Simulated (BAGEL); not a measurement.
# RI-MP2/aug-cc-pVDZ (density fitting with qzvpp-jkfit) run of AlNH6 (SMILES [H][Al]([H])([H])<-[NH3])

Aim: the energy change on altering one bond length of AlNH6 at RI-MP2/aug-cc-pVDZ (density fitting with qzvpp-jkfit), from 2 runs. 

Program for the calculation: BAGEL 1.2.2.

4 further runs of the same task are left out: 1 that didn't finish, 3 set aside as unsound or not needed.

**1. Starting point**

The species is AlNH6 (8 atoms), meant as a singlet with charge 0. As SMILES, `[H][Al]([H])([H])<-[NH3]`. Geometry: a GFN2-xTB relaxation, a rough one for these elements and not checked as a minimum.

Bond lengths: Al1–N2 2.053 Å, N2–H3 1.017 Å, N2–H4 1.018 Å, N2–H5 1.018 Å, Al1–H6 1.570 Å, Al1–H7 1.570 Å, Al1–H8 1.571 Å. Some angles: Al1–N2–H3 110.9°, Al1–N2–H4 110.3°, Al1–N2–H5 110.8°, N2–Al1–H6 97.7°, N2–Al1–H7 97.7°, N2–Al1–H8 97.9°, H3–N2–H4 108.2°, H3–N2–H5 108.3°, H4–N2–H5 108.2°, H6–Al1–H7 118.1°.

**2. The energy at RI-MP2/aug-cc-pVDZ (density fitting with qzvpp-jkfit)**

Input file job.json:

```json
{ "bagel" : [

{
  "title" : "molecule",
  "basis" : "aug-cc-pvdz.json",
  "df_basis" : "qzvpp-jkfit",
  "angstrom" : true,
  "geometry" : [
    { "atom" : "Al", "xyz" : [      -0.003210,       0.003300,      -1.081610 ] },
    { "atom" : "N", "xyz" : [       0.001320,      -0.005080,       0.971240 ] },
    { "atom" : "H", "xyz" : [      -0.947740,       0.031660,       1.336200 ] },
    { "atom" : "H", "xyz" : [       0.509990,       0.801710,       1.326690 ] },
    { "atom" : "H", "xyz" : [       0.448970,      -0.846490,       1.328250 ] },
    { "atom" : "H", "xyz" : [       1.552450,      -0.025230,      -1.294610 ] },
    { "atom" : "H", "xyz" : [      -0.753790,       1.367490,      -1.284780 ] },
    { "atom" : "H", "xyz" : [      -0.807980,      -1.327350,      -1.301380 ] }
  ]
},

{ "title" : "hf" },

{ "title" : "mp2", "ncore" : 6 }

]}
```

The basis set aug-cc-pVDZ is read from a file made from the Basis Set Exchange's data (not shown).

The run is started by

```
$ BAGEL_NUM_THREADS=1 BAGEL job.json > job.out
```

The program printed:

```text
* using 1 threads per process

  ===============================================================
  ===============================================================

  *** Geometry ***

  { "atom" : "Al", "xyz" : [     -0.006066,      0.006236,     -2.043947 ] },
  { "atom" : "N", "xyz" : [      0.002494,     -0.009600,      1.835378 ] },
  { "atom" : "H", "xyz" : [     -1.790969,      0.059829,      2.525052 ] },
  { "atom" : "H", "xyz" : [      0.963741,      1.515012,      2.507081 ] },
  { "atom" : "H", "xyz" : [      0.848430,     -1.599634,      2.510029 ] },
  { "atom" : "H", "xyz" : [      2.933705,     -0.047678,     -2.446458 ] },
  { "atom" : "H", "xyz" : [     -1.424457,      2.584182,     -2.427882 ] },
  { "atom" : "H", "xyz" : [     -1.526861,     -2.508328,     -2.459252 ] },

  Number of auxiliary basis functions:      313

  Since a DF basis is specified, we compute 2- and 3-index integrals:
    o Being stored without compression. Storage requirement is 0.027 GB

  Number of basis functions:      104
  Number of electrons      :       26

    * METHOD: MOLECULE                             0.13

  *** RHF ***

  === Nuclear Repulsion ===
    62.5849488281

      * DIIS with orbital gradients will be used.

  === RHF iteration (aug-cc-pvdz.json) ===
      0       -299.53587633          0.02522861           0.03
      1       -299.77241495          0.01720963           0.03
      2       -299.87328899          0.00203059           0.04
      3       -299.87514477          0.00028655           0.03
      4       -299.87518985          0.00006652           0.04
      5       -299.87519247          0.00001503           0.03
      6       -299.87519263          0.00000299           0.03
      7       -299.87519263          0.00000078           0.03
      8       -299.87519264          0.00000020           0.03
      9       -299.87519264          0.00000003           0.03
     10       -299.87519264          0.00000001           0.03
    * SCF iteration converged.

    * Permanent dipole moment:
           (   -0.004979,     0.007708,    -2.037698) a.u.

    * METHOD: HF                                   0.48

  *** RHF ***

  === Nuclear Repulsion ===
    62.5849488281

      * DIIS with orbital gradients will be used.

  === RHF iteration (aug-cc-pvdz.json) ===
      0       -299.87519264          0.00000000           0.03
    * SCF iteration converged.

    * Permanent dipole moment:
           (   -0.004979,     0.007708,    -2.037698) a.u.

  === DF-MP2 calculation ===

    * freezing 6 orbitals
    * 3-index integral transformation done
    * assembly done

      MP2 correlation energy:   -0.2847742058      0.02

      MP2 total energy:       -300.1599668413

    * METHOD: MP2                                  0.10

  ===============================================================
```

Run time: 0.85 s. Hardware: 1 thread of Arm Neoverse V1, shared host; peak memory 0.093 GiB.

**3. The distorted shape, same level**

Input file calc.json:

```json
{ "bagel": [

{
  "title": "molecule",
  "basis": "aug-cc-pvdz.json",
  "df_basis": "qzvpp-jkfit",
  "angstrom": true,
  "geometry": [
    { "atom": "Al", "xyz": [      -0.008646,       0.013356,      -3.545011 ] },
    { "atom": "N", "xyz": [       0.001320,      -0.005080,       0.971240 ] },
    { "atom": "H", "xyz": [      -0.947740,       0.031660,       1.336200 ] },
    { "atom": "H", "xyz": [       0.509990,       0.801710,       1.326690 ] },
    { "atom": "H", "xyz": [       0.448970,      -0.846490,       1.328250 ] },
    { "atom": "H", "xyz": [       1.547014,      -0.015174,      -3.758011 ] },
    { "atom": "H", "xyz": [      -0.759226,       1.377546,      -3.748181 ] },
    { "atom": "H", "xyz": [      -0.813416,      -1.317294,      -3.764781 ] }
  ]
},

{
  "title": "hf"
},

{
  "title": "mp2",
  "ncore": 6
}

]}
```

The basis set aug-cc-pVDZ is read from a file made from the Basis Set Exchange's data (not shown).

The run is started by

```
$ BAGEL_NUM_THREADS=1 BAGEL calc.json > calc.out
```

The program printed:

```text
* using 1 threads per process

  ===============================================================
  ===============================================================

  *** Geometry ***

  { "atom" : "Al", "xyz" : [     -0.016339,      0.025239,     -6.699100 ] },
  { "atom" : "N", "xyz" : [      0.002494,     -0.009600,      1.835378 ] },
  { "atom" : "H", "xyz" : [     -1.790969,      0.059829,      2.525052 ] },
  { "atom" : "H", "xyz" : [      0.963741,      1.515012,      2.507081 ] },
  { "atom" : "H", "xyz" : [      0.848430,     -1.599634,      2.510029 ] },
  { "atom" : "H", "xyz" : [      2.923433,     -0.028675,     -7.101612 ] },
  { "atom" : "H", "xyz" : [     -1.434729,      2.603185,     -7.083036 ] },
  { "atom" : "H", "xyz" : [     -1.537133,     -2.489325,     -7.114405 ] },

  Number of auxiliary basis functions:      313

  Since a DF basis is specified, we compute 2- and 3-index integrals:
    o Being stored without compression. Storage requirement is 0.027 GB

  Number of basis functions:      104
  Number of electrons      :       26

    * METHOD: MOLECULE                             0.12

  *** RHF ***

  === Nuclear Repulsion ===
    43.5453363601

      * DIIS with orbital gradients will be used.

  === RHF iteration (aug-cc-pvdz.json) ===
      0       -299.53646567          0.02229549           0.04
      1       -299.73656208          0.01583444           0.03
      2       -299.83508609          0.00160896           0.03
      3       -299.83648587          0.00029524           0.03
      4       -299.83653087          0.00004540           0.03
      5       -299.83653300          0.00001118           0.03
      6       -299.83653315          0.00000282           0.04
      7       -299.83653316          0.00000063           0.03
      8       -299.83653316          0.00000017           0.03
      9       -299.83653316          0.00000007           0.03
     10       -299.83653316          0.00000002           0.03
     11       -299.83653316          0.00000000           0.04
    * SCF iteration converged.

    * Permanent dipole moment:
           (   -0.003779,     0.003203,    -1.151153) a.u.

    * METHOD: HF                                   0.51

  *** RHF ***

  === Nuclear Repulsion ===
    43.5453363601

      * DIIS with orbital gradients will be used.

  === RHF iteration (aug-cc-pvdz.json) ===
      0       -299.83653316          0.00000000           0.03
    * SCF iteration converged.

    * Permanent dipole moment:
           (   -0.003779,     0.003203,    -1.151153) a.u.

  === DF-MP2 calculation ===

    * freezing 6 orbitals
    * 3-index integral transformation done
    * assembly done

      MP2 correlation energy:   -0.2805104613      0.02

      MP2 total energy:       -300.1170436223

    * METHOD: MP2                                  0.10

  ===============================================================
```

It took 0.87 s on 1 thread of Arm Neoverse V1, shared host; peak memory 0.093 GiB.

**4. Summary of results**

Level: RI-MP2/aug-cc-pVDZ (density fitting with qzvpp-jkfit), 6 core orbitals frozen.

| quantity | value |
| --- | --- |
| first shape: total energy | -300.15997 Eh |
| first shape: correlation energy (6 core orbitals frozen) | -284.8 mEh |
| distorted shape: total energy | -300.11704 Eh |
| distorted shape: correlation energy (6 core orbitals frozen) | -280.5 mEh |
| energy change with the Al1–N2 bond stretched from 2.053 to 4.516 Å | 1.168 eV |

With the Al1–N2 bond stretched from 2.053 to 4.516 Å the energy rises by 1.17 eV (27 kcal/mol). The first shape isn't relaxed at this level, so the change isn't measured from a minimum.
